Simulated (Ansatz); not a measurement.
Worked example: the step energy

An elementary step of BH3ClF, closed shell (BH₂Cl ([BH2][Cl]) + HF → BH₂F ([BH2][F]) + HCl; B–Cl, H–F broken or loosened, B–F, Cl–H formed or tightened). “Start” and “end” are the PBE0-D4/def2-TZVP structures reached by relaxing down either side of its saddle point, with the molecules still in contact.

Computed with Ansatz 0.2.0 (basis: def2-TZVPP and def2-QZVPP); correlated methods freeze the cores.

Energies in eV:

| quantity | end | start |
| --- | --- | --- |
| Hartree–Fock, triple zeta (X = 3) | -15931.68099 | -15931.06615 |
| Hartree–Fock, quadruple zeta (X = 4) | -15932.19208 | -15931.57192 |
| MP2 correlation, X = 3 | -15.30959 | -15.49525 |
| MP2 correlation, X = 4 | -16.70557 | -16.91477 |
| CCSD(T) correlation, X = 3 | -16.75133 | -16.89234 |

**Question.** Work out the step energy at the basis limit: extrapolate Hartree–Fock as E(X) = E∞ + A exp(−7.88 √X) and the MP2 correlation as E(X) = E∞ + B X^−2.97 (the exponents that Neese and Valeev fitted for def2-TZVPP and QZVPP), then add CCSD(T) − MP2 in triple zeta.

**Answer.** Each step is linear, so take the differences first (end − start): Hartree–Fock -0.61484 (X = 3) and -0.62016 (X = 4); MP2 correlation 0.18566 and 0.20920; CCSD(T) correlation 0.14101.
Two points give E∞ = E(4) + w [E(4) − E(3)], with w = 1/(exp(7.88 (2 − √3)) − 1) = 0.1377 for Hartree–Fock and w = 1/((4/3)^2.97 − 1) = 0.7407 for the correlation.
Hartree–Fock: -0.62016 + 0.1377 × (-0.00532) = -0.6209 eV.
MP2 correlation: 0.20920 + 0.7407 × 0.02354 = 0.2266 eV.
CCSD(T) − MP2: 0.14101 − 0.18566 = -0.0446 eV.
Sum: -0.6209 + 0.2266 + (-0.0446) = -0.4389 eV, or -10.12 kcal/mol. Plain CCSD(T) in triple zeta gives -0.4738 eV, so the larger basis shifts the result by 0.0349 eV.

T1 diagnostic: at most 0.012.

Labels in which every atom is bracketed show which atoms are joined, not bond orders.

For scale, one of the runs: CCSD(T)/def2-TZVPP, 146 basis functions, launched by `ansatz run in.yaml --threads 2 --pin off --events-out ev --progress --plain --max-ram 4352MiB`. The run took 6.5 s on 2 CPU threads of an Arm Neoverse V2 (shared host), with 0.68 GiB of host memory at its peak.
